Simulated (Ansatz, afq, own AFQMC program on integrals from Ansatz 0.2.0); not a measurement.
# H₂O (triplet): quantum Monte Carlo beside coupled cluster at distance H1–H2 along a hydrogen transfer = 0.844 Å, cc-pVTZ

Aim: compute H₂O (triplet) with auxiliary-field quantum Monte Carlo on the same integrals as coupled cluster, and set the energies side by side.

Computed with Ansatz 0.2.0, Gaussian basis, and an in-house AFQMC program (afq) on its integrals; all values are calculated. Level: cc-pVTZ, frozen cores.

The runs, in order: PBE (unrestricted); r2SCAN (unrestricted); PBE0 (unrestricted); B3LYP (unrestricted); wB97M-V (unrestricted); B2PLYP (unrestricted); CCSD(T) on UHF; CCSDT(Q) on UHF; Phaseless AFQMC, CISD trial on UHF; Phaseless AFQMC, single-determinant trial on UHF.

### Step 1. The geometry

The geometry derives from fragments relaxed apart (PBE0/def2-TZVP) and kept rigid, so it is no stationary point. A hydrogen atom is moved between rigid fragments.

3 atoms, charge 0, spin multiplicity 3.

Atoms are counted from 1 here; the program's logs count them from 0.

Bond lengths: H1–H2 0.844 Å, H2–O3 1.122 Å. Angles: H1–H2–O3 180.0°.

### Step 2. PBE (unrestricted)

Input file in.yaml:

```yaml
crystal:
  periodic: [false, false, false]
  atoms:
    - {symbol: H, position_ang: [0.000000, 0.000000, -0.936667]}
    - {symbol: H, position_ang: [0.000000, 0.000000, -0.092667]}
    - {symbol: O, position_ang: [0.000000, 0.000000, 1.029333]}
basis:
  gaussian: {orbitals: cc-pVTZ}
magnetization: {spin_polarized: true, initial_magnetization: 2}
hamiltonian: {xc: {name: PBE}}
output: {orbitals: {seedname: orbitals}}
```

On the command line:

```
ansatz run in.yaml --threads 1 --pin off --events-out ev --progress --plain --max-ram 5632MiB --backend cpu
```

What it wrote:

```text
Functional definition: PBE
  name "PBE"
  cite "Perdew, Burke & Ernzerhof, Phys. Rev. Lett. 77, 3865 (1996) doi:10.1103/PhysRevLett.77.3865"
  parent pbe
  parameter kappa = 0.804
  parameter beta = 0.06672455060314922
  exchange = pbe_x(kappa = kappa, mu = beta*pi^2/3)
  correlation = pbe_c(beta = beta)
287 factors; their error is unknown
mean field evaluation 1: about -2071.7858 eV, gradient 1.6e1 eV
mean field evaluation 2: about -2070.8082 eV, gradient 2.2e1 eV
mean field evaluation 4: about -2072.6294 eV, gradient 7.4e-1 eV
mean field evaluation 8: about -2072.6245 eV, gradient 1.6e-1 eV
mean field evaluation 16: about -2072.3814 eV, gradient 9.4e0 eV
mean field -2072.62455080 eV, -76.1675473667 hartree, gradient 9.0e-6 eV, S^2 2.005575; 1 other end points of the search recorded, 0 dependent functions left out
reference -2072.62457342 eV, -76.1675481977 hartree; 6, 4 occupied and 52, 54 virtual orbitals, 287 factors
Total energy: -2072.62457342 eV, -76.1675481977 hartree
```

Run time: 0.51 s. Hardware: 1 thread of AMD EPYC 7R13 (Zen 3), shared host; peak memory 1.6 GiB.

From the report: ⟨S²⟩ of the determinant 2.006 (pure triplet: 2.00).

### Step 3. r2SCAN (unrestricted)

in.yaml: that of step 2 with these lines changed.

```diff
@@ -9,3 +9,2 @@
 magnetization: {spin_polarized: true, initial_magnetization: 2}
-hamiltonian: {xc: {name: PBE}}
-output: {orbitals: {seedname: orbitals}}
+hamiltonian: {xc: {name: r2SCAN}}
```

The command is unchanged.

What it wrote:

```text
Functional definition: r2SCAN
  name "r2SCAN"
  cite "Furness, Kaplan, Ning, Perdew & Sun, J. Phys. Chem. Lett. 11, 8208 (2020) doi:10.1021/acs.jpclett.0c02405"
  cite "Furness, Kaplan, Ning, Perdew & Sun, J. Phys. Chem. Lett. 11, 9248 (2020) doi:10.1021/acs.jpclett.0c03077"
  parent r2scan
  parameter k0 = 0.174
  parameter k1 = 0.065
  parameter a1 = 4.9479
  exchange = r2scan_x(k0 = k0, k1 = k1, a1 = a1)
  correlation = r2scan_c
287 factors; their error is unknown
mean field evaluation 1: about -2073.3091 eV, gradient 1.4e1 eV
mean field evaluation 2: about -2072.9731 eV, gradient 1.7e1 eV
mean field evaluation 4: about -2073.9904 eV, gradient 7.6e-1 eV
mean field evaluation 8: about -2073.9870 eV, gradient 1.6e-1 eV
mean field -2073.98705901 eV, -76.2176186196 hartree, gradient 2.4e-5 eV, S^2 2.010531; 0 other end points of the search recorded, 0 dependent functions left out
reference -2073.98706599 eV, -76.2176188762 hartree; 6, 4 occupied and 52, 54 virtual orbitals, 287 factors
Total energy: -2073.98706599 eV, -76.2176188762 hartree
```

Run time: 0.73 s. Hardware: 1 thread of AMD EPYC 7R13 (Zen 3), shared host; peak memory 1.6 GiB.

From the report: ⟨S²⟩ of the determinant 2.011 (pure triplet: 2.00).

### Step 4. PBE0 (unrestricted)

in.yaml: that of step 3 with these lines changed.

```diff
@@ -9,2 +9,3 @@
 magnetization: {spin_polarized: true, initial_magnetization: 2}
-hamiltonian: {xc: {name: r2SCAN}}
+hamiltonian: {xc: {name: PBE0}}
+output: {orbitals: {seedname: orbitals}}
```

Launched as before.

What it wrote:

```text
Functional definition: PBE0
  name "PBE0"
  cite "Adamo & Barone, J. Chem. Phys. 110, 6158 (1999) doi:10.1063/1.478522"
  cite "Perdew, Burke & Ernzerhof, Phys. Rev. Lett. 77, 3865 (1996) doi:10.1103/PhysRevLett.77.3865"
  parent pbe
  parameter a = 0.25
  parameter kappa = 0.804
  parameter beta = 0.06672455060314922
  exchange = (1 - a)*pbe_x(kappa = kappa, mu = beta*pi^2/3) + a*exact_x
  correlation = pbe_c(beta = beta)
287 factors; their error is unknown
mean field evaluation 1: about -2072.1454 eV, gradient 1.2e1 eV
mean field evaluation 2: about -2072.0872 eV, gradient 1.3e1 eV
mean field evaluation 4: about -2072.6610 eV, gradient 3.3e-1 eV
mean field evaluation 8: about -2072.6590 eV, gradient 1.4e-1 eV
mean field -2072.65902376 eV, -76.1688142245 hartree, gradient 3.8e-5 eV, S^2 2.010572; 0 other end points of the search recorded, 0 dependent functions left out
reference -2072.65904120 eV, -76.1688148655 hartree; 6, 4 occupied and 52, 54 virtual orbitals, 287 factors
Total energy: -2072.65904120 eV, -76.1688148655 hartree
```

It took 0.36 s on 1 thread of AMD EPYC 7R13 (Zen 3), shared host; peak memory 1.6 GiB.

From the report: ⟨S²⟩ of the determinant 2.011 (pure triplet: 2.00).

### Step 5. B3LYP (unrestricted)

in.yaml: that of step 4 with these lines changed.

```diff
@@ -9,3 +9,2 @@
 magnetization: {spin_polarized: true, initial_magnetization: 2}
-hamiltonian: {xc: {name: PBE0}}
-output: {orbitals: {seedname: orbitals}}
+hamiltonian: {xc: {name: B3LYP}}
```

Same command.

What it wrote:

```text
Functional definition: B3LYP
  name "B3LYP"
  cite "Stephens, Devlin, Chabalowski & Frisch, J. Phys. Chem. 98, 11623 (1994) doi:10.1021/j100096a001"
  cite "Becke, Phys. Rev. A 38, 3098 (1988) doi:10.1103/PhysRevA.38.3098"
  cite "Lee, Yang & Parr, Phys. Rev. B 37, 785 (1988) doi:10.1103/PhysRevB.37.785"
  cite "Vosko, Wilk & Nusair, Can. J. Phys. 58, 1200 (1980) doi:10.1139/p80-159"
  parameter a0 = 0.2
  parameter ax = 0.72
  parameter ac = 0.81
  exchange = (1 - a0 - ax)*slater_x + ax*b88_x + a0*exact_x
  correlation = (1 - ac)*vwn_rpa_c + ac*lyp_c
287 factors; their error is unknown
mean field evaluation 1: about -2074.4315 eV, gradient 1.4e1 eV
mean field evaluation 2: about -2074.1325 eV, gradient 1.6e1 eV
mean field evaluation 4: about -2075.0573 eV, gradient 4.2e-1 eV
mean field evaluation 8: about -2075.0546 eV, gradient 1.4e-3 eV
mean field -2075.05462743 eV, -76.2568510354 hartree, gradient 3.9e-5 eV, S^2 2.008840; 0 other end points of the search recorded, 0 dependent functions left out
reference -2075.05477395 eV, -76.2568564200 hartree; 6, 4 occupied and 52, 54 virtual orbitals, 287 factors
Total energy: -2075.05477395 eV, -76.2568564200 hartree
```

Wall time 0.36 s (1 thread of AMD EPYC 7R13 (Zen 3), shared host); peak memory 1.6 GiB.

From the report: ⟨S²⟩ of the determinant 2.009 (pure triplet: 2.00).

### Step 6. wB97M-V (unrestricted)

in.yaml: that of step 5 with these lines changed.

```diff
@@ -9,2 +9,3 @@
 magnetization: {spin_polarized: true, initial_magnetization: 2}
-hamiltonian: {xc: {name: B3LYP}}
+hamiltonian: {xc: {name: wB97M-V}}
+output: {orbitals: {seedname: orbitals}}
```

Launched as before.

What it wrote, shortened:

```text
Functional definition: wB97M-V
  name "wB97M-V"
  cite "Mardirossian & Head-Gordon, J. Chem. Phys. 144, 214110 (2016) doi:10.1063/1.4952647"
  cite "Becke, J. Chem. Phys. 107, 8554 (1997) doi:10.1063/1.475007"
  cite "Vydrov & Van Voorhis, J. Chem. Phys. 133, 244103 (2010) doi:10.1063/1.3521275"
  # Of w^i u^j: cxij and so on, Table III.
[...]
  gx(w, u) = 1 - cx + cx01*u + cx10*w
  gss(w, u) = css00 + css04*u^4 + css10*w + css20*w^2 + css43*w^4*u^3
  gos(w, u) = cos00 + cos10*w + (cos20 + cos21*u)*w^2 + (cos60 + cos61*u)*w^6
[...]
      + integral(e_c_pw_mod_opposite_spin*gos(b97_w_opposite, b97_u_opposite)) + vv10(b, c)
287 factors; their error is unknown
69 factors; integrals over basis functions are off by at most 4.1e-5 eV
[...]
mean field -2073.86219510 eV, -76.2130299557 hartree, gradient 2.5e-5 eV, S^2 2.008914; 0 other end points of the search recorded, 0 dependent functions left out
reference -2073.86221723 eV, -76.2130307688 hartree; 6, 4 occupied and 52, 54 virtual orbitals, 287 factors
Total energy: -2073.86221723 eV, -76.2130307688 hartree
```

Run time: 1.1 s. Hardware: 1 thread of AMD EPYC 7R13 (Zen 3), shared host; peak memory 1.6 GiB.

From the report: ⟨S²⟩ of the determinant 2.009 (pure triplet: 2.00).

### Step 7. B2PLYP (unrestricted)

in.yaml: that of step 6 with these lines changed.

```diff
@@ -9,3 +9,3 @@
 magnetization: {spin_polarized: true, initial_magnetization: 2}
-hamiltonian: {xc: {name: wB97M-V}}
-output: {orbitals: {seedname: orbitals}}
+hamiltonian: {xc: {name: B2PLYP}}
+correlation: {electrons: outside_noble_gas}
```

The command is unchanged.

What it wrote, shortened:

```text
Functional definition: B2PLYP
  name "B2PLYP"
  cite "Grimme, J. Chem. Phys. 124, 034108 (2006) doi:10.1063/1.2148954"
  cite "Becke, Phys. Rev. A 38, 3098 (1988) doi:10.1103/PhysRevA.38.3098"
  cite "Lee, Yang & Parr, Phys. Rev. B 37, 785 (1988) doi:10.1103/PhysRevB.37.785"
[...]
332 factors; integrals over basis functions are off by at most 1.2e-3 eV
[...]
mean field -2071.62438391 eV, -76.1307919113 hartree, gradient 1.2e-6 eV, S^2 2.018903; 0 other end points of the search recorded, 0 dependent functions left out
1 core orbitals not correlated: weight in the atoms' cores, before any rotation towards them, 1.000 or more for the frozen orbitals, at most 0.000 for the correlated occupied ones
reference -2071.62447879 eV, -76.1307953980 hartree; 5, 3 occupied and 52, 54 virtual orbitals, 332 factors
second order -6.69549211 eV of doubles, -0.00000000 eV of singles
Total energy: -2073.43226166 eV, -76.1972301931 hartree
```

Wall time 0.48 s (1 thread of AMD EPYC 7R13 (Zen 3), shared host); peak memory 1.6 GiB.

From the report: ⟨S²⟩ of the determinant 2.019 (pure triplet: 2.00).

### Step 8. CCSD(T) on UHF

in.yaml: that of step 7 with these lines changed.

```diff
@@ -9,3 +9,2 @@
 magnetization: {spin_polarized: true, initial_magnetization: 2}
-hamiltonian: {xc: {name: B2PLYP}}
-correlation: {electrons: outside_noble_gas}
+correlation: {method: ccsd_t, electrons: outside_noble_gas, hamiltonian_folder: ham}
```

On the command line:

```
ansatz run in.yaml --threads 1 --pin off --events-out ev --progress --plain --max-ram 16896MiB --backend cuda --devices 0, --max-vram 18GiB
```

What it wrote, shortened:

```text
Functional definition: HF
  name "HF"
  cite "Fock, Z. Phys. 61, 126 (1930) doi:10.1007/BF01340294"
  parent pbe
[...]
332 factors; integrals over basis functions are off by at most 1.2e-3 eV
[...]
mean field -2065.00165658 eV, -75.8874111711 hartree, gradient 1.0e-6 eV, S^2 2.041571; 5 other end points of the search recorded, 0 dependent functions left out
determinant -2065.00165658 eV, -75.8874111711 hartree, with singles and doubles -2071.14533064 eV, -76.1131870282 hartree
determinant -2063.39384736 eV, -75.8283252718 hartree, with singles and doubles -2069.06088540 eV, -76.0365850787 hartree
1 core orbitals not correlated: weight in the atoms' cores, before any rotation towards them, 1.000 or more for the frozen orbitals, at most 0.000 for the correlated occupied ones
reference -2065.00165658 eV, -75.8874111711 hartree; 5, 3 occupied and 52, 54 virtual orbitals, 332 factors
second order -5.52470077 eV of doubles, -0.00000000 eV of singles
cycle   1  -6.09645693 eV  change   -7.3e-1 eV  update   1.5e-2
[...]
cycle   9  -6.11744029 eV  change    5.0e-6 eV  update   3.3e-6
perturbative correction -0.15390610 eV, -0.0056559448 hartree
Total energy: -2071.27300297 eV, -76.1178788999 hartree
```

It took 6 s on 1 × NVIDIA H100 80GB HBM3 with 1 thread of AMD EPYC 7R13 (Zen 3), shared host; peak host memory 1.6 GiB.

From the report: ⟨S²⟩ of the determinant 2.042 (pure triplet: 2.00); correlation -6.2713 eV; T1 0.019; largest double amplitude 0.07.

This run also writes the integrals to the folder ham.

### Step 9. CCSDT(Q) on UHF

in.yaml: that of step 8 with these lines changed.

```diff
@@ -9,2 +9,2 @@
 magnetization: {spin_polarized: true, initial_magnetization: 2}
-correlation: {method: ccsd_t, electrons: outside_noble_gas, hamiltonian_folder: ham}
+correlation: {method: ccsdt_q, electrons: outside_noble_gas}
```

The command is unchanged.

What it wrote, shortened:

```text
Functional definition: HF
  name "HF"
  cite "Fock, Z. Phys. 61, 126 (1930) doi:10.1007/BF01340294"
  parent pbe
[...]
642 factors; integrals over basis functions are off by at most 2.0e-7 eV
[...]
mean field -2065.00165824 eV, -75.8874112319 hartree, gradient 3.0e-6 eV, S^2 2.041571; 5 other end points of the search recorded, 0 dependent functions left out
determinant -2065.00165824 eV, -75.8874112319 hartree, with singles and doubles -2071.14534334 eV, -76.1131874950 hartree
determinant -2063.39384833 eV, -75.8283253076 hartree, with singles and doubles -2069.06089499 eV, -76.0365854309 hartree
1 core orbitals not correlated: weight in the atoms' cores, before any rotation towards them, 1.000 or more for the frozen orbitals, at most 0.000 for the correlated occupied ones
reference -2065.00165824 eV, -75.8874112319 hartree; 5, 3 occupied and 52, 54 virtual orbitals, 642 factors
second order -5.52471373 eV of doubles, -0.00000000 eV of singles
cycle   1  -5.88728704 eV  change   -3.6e-1 eV  update   5.5e-2
[...]
cycle  15  -6.28441501 eV  change   -8.3e-7 eV  update   3.6e-7
perturbative correction -0.00604594 eV, -0.0002221843 hartree
Total energy: -2071.29211920 eV, -76.1185814083 hartree
```

It took 8 s on 1 × NVIDIA H100 80GB HBM3 with 1 thread of AMD EPYC 7R13 (Zen 3), shared host; peak host memory 1.6 GiB.

From the report: ⟨S²⟩ of the determinant 2.042 (pure triplet: 2.00); correlation -6.2905 eV; T1 0.018; largest double amplitude 0.07.

### Step 10. Phaseless AFQMC, CISD trial on UHF

It reads the integrals that the CCSD(T) run on this determinant wrote.

On the command line:

```
afq ham --method phaseless --trial cisd --walkers 4000 --populations 20 --least-time 60 --time-step 0.005 --steps-per-block 50 --equilibration-blocks 28 --max-blocks 4000 --target-error 0.00017 --factor-cut 1e-05 --start spin_pure --seed 9653 --release-times 0.24,0.51,0.99,1.62,2.4 --release-step 0.03 --release-every 3 --taylor-order 6
```

What it wrote:

```text
orbitals 57  electrons 5 3  factors 331 of 332
reference energy -75.88741117 Eh
CCSD correlation -0.22481174 Eh in 11 cycles, weight of the determinant in the CISD state 0.9344
energy of the start -76.111019 Eh
 block  time / (1/Eh)  mean weight  energy / Eh
     1     0.250  1.0004  -76.112539
     2     0.500  1.0002  -76.114762
     3     0.750  1.0001  -76.116356
     4     1.000  1.0001  -76.117008
     5     1.250  0.9996  -76.117375
     6     1.500  0.9999  -76.118065
     7     1.750  1.0002  -76.118271
     8     2.000  1.0002  -76.118872
     9     2.250  0.9996  -76.118224
    10     2.500  1.0004  -76.118417
    11     2.750  0.9997  -76.118337
    12     3.000  0.9995  -76.118934
    13     3.250  0.9997  -76.118494
    14     3.500  0.9999  -76.118190
    15     3.750  1.0004  -76.118081
    16     4.000  1.0005  -76.118103
    17     4.250  0.9998  -76.118248
    18     4.500  0.9998  -76.118721
    19     4.750  0.9997  -76.119011
    20     5.000  1.0000  -76.118311
    21     5.250  1.0006  -76.117995
    22     5.500  1.0000  -76.118462
    23     5.750  0.9997  -76.118806
    24     6.000  0.9998  -76.118036
    25     6.250  1.0002  -76.118553
    26     6.500  1.0004  -76.119094
    27     6.750  1.0003  -76.118750
    28     7.000  1.0000  -76.118248
    29     7.250  1.0001  -76.117992
    30     7.500  0.9996  -76.118123
    31     7.750  1.0002  -76.118385
    32     8.000  0.9999  -76.117759
    33     8.250  1.0002  -76.118082
    34     8.500  0.9996  -76.118298
    35     8.750  1.0002  -76.117585
    36     9.000  1.0001  -76.117640
    37     9.250  1.0000  -76.117644
    38     9.500  0.9997  -76.117990
    39     9.750  1.0001  -76.118048
    40    10.000  0.9999  -76.118744
    41    10.250  1.0001  -76.118397
    42    10.500  1.0002  -76.117696
    43    10.750  1.0005  -76.117616
    44    11.000  0.9999  -76.117496
    45    11.250  0.9999  -76.117653
    46    11.500  0.9997  -76.117533
    47    11.750  1.0004  -76.118284
    48    12.000  1.0000  -76.118491
    49    12.250  0.9997  -76.118313
    50    12.500  0.9998  -76.118099
    51    12.750  1.0002  -76.118030
    52    13.000  1.0005  -76.118714
    53    13.250  0.9997  -76.118939
    54    13.500  1.0000  -76.118664
    55    13.750  0.9995  -76.118848
    56    14.000  1.0002  -76.118639
    57    14.250  0.9994  -76.117817
    58    14.500  0.9997  -76.118401
    59    14.750  0.9997  -76.118030
    60    15.000  0.9999  -76.117546
    61    15.250  1.0000  -76.117912
    62    15.500  1.0001  -76.118111
    63    15.750  1.0002  -76.118417
    64    16.000  1.0003  -76.118302
    65    16.250  1.0000  -76.118667
    66    16.500  1.0001  -76.117801
    67    16.750  1.0004  -76.118190
    68    17.000  1.0006  -76.118120
    69    17.250  0.9998  -76.118395
    70    17.500  1.0000  -76.117849
    71    17.750  1.0000  -76.118018
    72    18.000  1.0000  -76.118247
    73    18.250  1.0001  -76.117839
    74    18.500  1.0003  -76.117660
    75    18.750  1.0004  -76.117216
    76    19.000  1.0001  -76.118020
    77    19.250  1.0001  -76.118004
    78    19.500  1.0000  -76.118316
error from the spread of 20 populations
released: time / (1/Eh)  energy / Eh  error  mean overlap
  0.24  -76.118376  0.000094  0.9965
  0.51  -76.118471  0.000066  0.9953
  0.99  -76.118597  0.000064  0.9867
  1.62  -76.118475  0.000125  0.9756
  2.40  -76.118554  0.000160  0.9589
energy -76.118092 +/- 0.000061 Eh
```

Run time: 1.8 min. Hardware: 1 × NVIDIA H100 80GB HBM3 with 2 threads of AMD EPYC 7R13 (Zen 3), shared host; peak host memory 1.6 GiB.

Energy -2071.2788 ± 0.0017 eV. Caveats: constraint bias not in the error.

### Step 11. Phaseless AFQMC, single-determinant trial on UHF

It reads the integrals that the CCSD(T) run on this determinant wrote.

On the command line:

```
afq ham --method phaseless --trial hf --walkers 4000 --populations 20 --least-time 40 --time-step 0.005 --steps-per-block 20 --equilibration-blocks 112 --max-blocks 4000 --target-error 0.0008500000000000001 --factor-cut 1e-05 --start spin_pure --seed 2988 --taylor-order 6
```

What it wrote:

```text
orbitals 57  electrons 5 3  factors 331 of 332
reference energy -75.88741117 Eh
CCSD correlation -0.22481174 Eh in 11 cycles, weight of the determinant in the CISD state 0.9344
energy of the start -75.888612 Eh
 block  time / (1/Eh)  mean weight  energy / Eh
     1     0.100  1.0018  -75.977895
     2     0.200  1.0019  -76.025333
     3     0.300  1.0017  -76.055003
     4     0.400  1.0015  -76.070222
     5     0.500  1.0008  -76.083332
     6     0.600  1.0012  -76.091681
     7     0.700  1.0007  -76.096916
     8     0.800  1.0004  -76.099824
     9     0.900  1.0006  -76.104275
    10     1.000  1.0005  -76.105941
    13     1.300  1.0000  -76.110108
    17     1.700  1.0000  -76.117574
    21     2.100  1.0002  -76.114102
    25     2.500  1.0002  -76.115558
    29     2.900  0.9998  -76.118893
    33     3.300  0.9998  -76.119233
    37     3.700  1.0005  -76.116891
    41     4.100  1.0003  -76.118263
    45     4.500  0.9996  -76.115446
    49     4.900  1.0004  -76.116696
    53     5.300  1.0005  -76.116533
    57     5.700  0.9999  -76.118325
    61     6.100  0.9998  -76.122206
    65     6.500  0.9999  -76.119567
    69     6.900  1.0000  -76.117622
    73     7.300  0.9996  -76.118777
    77     7.700  1.0002  -76.118812
    81     8.100  0.9999  -76.115584
    85     8.500  0.9999  -76.114634
    89     8.900  1.0002  -76.113577
    93     9.300  0.9999  -76.117855
    97     9.700  1.0003  -76.115695
   101    10.100  0.9990  -76.115145
   105    10.500  0.9999  -76.116078
   109    10.900  1.0004  -76.113026
   113    11.300  0.9995  -76.116633
   117    11.700  0.9997  -76.112721
   121    12.100  1.0001  -76.123106
   125    12.500  0.9997  -76.112244
   129    12.900  1.0003  -76.115967
   133    13.300  1.0001  -76.117119
   137    13.700  0.9998  -76.113445
   141    14.100  1.0006  -76.118235
   145    14.500  1.0001  -76.116230
   149    14.900  0.9997  -76.113752
   153    15.300  1.0001  -76.111490
   157    15.700  1.0002  -76.116449
   161    16.100  0.9993  -76.108574
   165    16.500  0.9997  -76.110047
   169    16.900  1.0003  -76.113911
   173    17.300  0.9991  -76.116525
   177    17.700  1.0004  -76.114160
   181    18.100  1.0000  -76.115303
   185    18.500  1.0001  -76.115516
   189    18.900  1.0005  -76.112153
error from the spread of 20 populations
energy -76.114165 +/- 0.000729 Eh
```

Wall time 46 s (1 × NVIDIA H100 80GB HBM3 with 2 threads of AMD EPYC 7R13 (Zen 3), shared host); peak host memory 1.6 GiB.

Energy -2071.1720 ± 0.0198 eV. Caveats: constraint bias not in the error.

### Step 12. All levels side by side

On the UHF determinant, counted from CCSDT(Q) (a yardstick, not exact):

```tsv
level	energy (eV)	from CCSDT(Q) (meV)	statistical error (meV)	time
HF	-2065.0017	+6290.5		
MP2	-2070.5264	+765.8		
CCSD	-2071.1191	+173.0		
CCSD(T)	-2071.2730	+19.1		
CCSDT(Q)	-2071.2921	0.0		
Phaseless AFQMC, CISD trial, step 0.005, 4000 walkers	-2071.2788	+13.3	1.7	1.8 min
Phaseless AFQMC, single-determinant trial, step 0.005, 4000 walkers	-2071.1720	+120.2	19.8	46 s
```

The functionals' totals stand on their own zeros and serve differences with other points: PBE -2072.625 eV; r2SCAN -2073.987 eV; PBE0 -2072.659 eV; B3LYP -2075.055 eV; wB97M-V -2073.862 eV; B2PLYP -2073.432 eV.

### Step 13. What came out

| quantity | value |
| --- | --- |
| CCSD(T) on UHF from CCSDT(Q) | +19.1 meV |
| Phaseless AFQMC, CISD trial on UHF from CCSDT(Q) | +13.3 ± 1.7 meV |
| Phaseless AFQMC, single-determinant trial on UHF from CCSDT(Q) | +120.2 ± 19.8 meV |

On UHF the phaseless walk with the CISD trial lies +13.3 meV from CCSDT(Q), 8 times its error bar. A single-determinant trial moves the result by +106.8 meV. Error bars are statistical and leave out the constraint, the time step and what remains of the start.
